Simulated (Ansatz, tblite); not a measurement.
Cost and result up the ladder for Al(H2S)H3 (AlH₅S) (7 atoms). Total charge 0; singlet. Geometry: PBE0-D4/def2-TZVP.

Cartesian coordinates in Å:
```
Al -1.030 0.336 0.124
S 1.316 -0.149 -0.694
H 1.967 0.165 0.439
H 1.332 -1.463 -0.409
H -0.873 1.924 0.103
H -0.947 -0.421 1.529
H -1.765 -0.391 -1.092
```

Ansatz on 2 threads of AMD EPYC 7R13 on a shared host; xTB runs through tblite on one thread. Times are rough, summed over both states, and most runs start from the orbitals of an earlier one. PBE0-D4/def2-TZVP serves as the yardstick here, not as an exact answer. The other state is a triplet.

The xTB rows come from tblite.

Run but left out: PBE-D4/def2-TZVP (triplet: an occupied level 0.12 eV above an empty one).

xTB has no spin-polarisation term.

```
                          level  functions  wall time  vertical triplet (eV)  difference from PBE0-D4/def2-TZVP (eV)
                       GFN1-xTB         28    0.008 s                   6.98                                    0.85
                       GFN2-xTB         23    0.008 s                   5.44                                   -0.70
            r2SCAN-D4/def2-TZVP        104      4.7 s                   5.99                                   -0.15
PBE0-D4/def2-TZVP (with forces)        104      4.9 s                   6.14                                    0.00
```
